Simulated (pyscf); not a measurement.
## Elimination: HO–B(OH)–OH (SMILES OB(O)O) → H₂O (SMILES O) + O=B–OH (SMILES O=BO)

Gas phase, singlet surface, charge 0. Bonds broken: O1–B2, O3–H6. Bonds formed: O1–H6. Optimised with ωB97X-D3(BJ)/def2-SVP in PySCF. Correlated levels are frozen-core, on RHF or UHF. ΔMP2 is the change of the MP2 total energy from the triple- to the quadruple-zeta basis.

Transition state (Å):

```xyz
7

O      0.1807    -0.6333     1.1175
B     -0.2284    -0.3287    -0.3777
O      0.8836     0.1191    -0.8423
O     -1.5074    -0.6324    -0.7106
H      0.2047    -1.5728     1.3514
H      1.0688    -0.2859     0.5355
H     -1.6794    -0.4333    -1.6381
```

One imaginary mode, 1214i cm⁻¹; descent along it reached the two sides named, in the forms told below.

| bond | change | reactant side (Å) | saddle | product side |
|---|---|---|---|---|
| O1–B2 | breaks | 1.370 | 1.580 | 1.766 |
| O3–H6 | breaks | 0.963 | 1.448 | 2.454 |
| O1–H6 | forms | 2.426 | 1.117 | 0.970 |

Electronic energies relative to the reactant's lowest minimum found (kJ/mol):

```json
[
 {"level": "ωB97X-D3(BJ)/def2-TZVP", "barrier": "241.1", "reaction energy": "+234.2", "reverse barrier": "6.8"},
 {"level": "PBE/def2-TZVP", "barrier": "212.7", "reaction energy": "+217.9", "reverse barrier": "-5.3"},
 {"level": "r²SCAN/def2-TZVP", "barrier": "230.4", "reaction energy": "+237.3", "reverse barrier": "-6.9"},
 {"level": "B3LYP-D3(BJ)/def2-TZVP", "barrier": "235.8", "reaction energy": "+222.6", "reverse barrier": "13.1"},
 {"level": "PBE0-D3(BJ)/def2-TZVP", "barrier": "233.9", "reaction energy": "+239.9", "reverse barrier": "-6.1"},
 {"level": "M06-2X/def2-TZVP", "barrier": "243.2", "reaction energy": "+244.7", "reverse barrier": "-1.6"},
 {"level": "ωB97M-D3(BJ)/def2-TZVP", "barrier": "236.8", "reaction energy": "+229.3", "reverse barrier": "7.4"},
 {"level": "HF/def2-TZVP", "barrier": "295.3", "reaction energy": "+239.6", "reverse barrier": "55.7"},
 {"level": "MP2/def2-QZVPP", "barrier": "236.3", "reaction energy": "+220.7", "reverse barrier": "15.5"},
 {"level": "CCSD/def2-TZVPP", "barrier": "253.0", "reaction energy": "+231.9", "reverse barrier": "21.1"},
 {"level": "CCSD(T)/def2-TZVPP", "barrier": "242.8", "reaction energy": "+228.3", "reverse barrier": "14.5"},
 {"level": "CCSD(T)/def2-TZVPP + ΔMP2(QZVPP)", "barrier": "243.3", "reaction energy": "+226.0", "reverse barrier": "17.3"}
]
```

With CCSD(T)/def2-TZVPP + ΔMP2(QZVPP) energies and thermal terms (ideal gas, 1 atm, RRHO with modes under 100 cm⁻¹ raised to 100, one conformer, R ln 2 for chiral ones without a mode under 150 cm⁻¹), in kJ/mol:

```
T (K)    ΔH‡    ΔG‡      ΔH      ΔG
-----  -----  -----  ------  ------
298    229.1  225.0  +213.6  +165.5
600    227.6  221.3  +213.2  +116.4
900    225.9  218.6  +209.6   +68.8
1200   224.3  216.4  +205.1   +22.5
```

On the product side the descent ends in an adduct with a B–O contact, 27.0 kJ/mol under the separated species and 33.8 kJ/mol under the saddle at ωB97X-D3(BJ)/def2-TZVP. At PBE, r²SCAN, PBE0-D3(BJ), M06-2X the saddle lies under the separated products, which points to a path from their complex (located at ωB97X-D3(BJ) alone), and parting the products costs more than the saddle. What is counted as broken (B–O) persists as a longer contact in the product adduct; parting that adduct is a step of its own. This is the saddle that the search found; another between the same sides may lie lower. The CCSD(T) − MP2 part came from Ansatz, without density fitting, on the same reference.
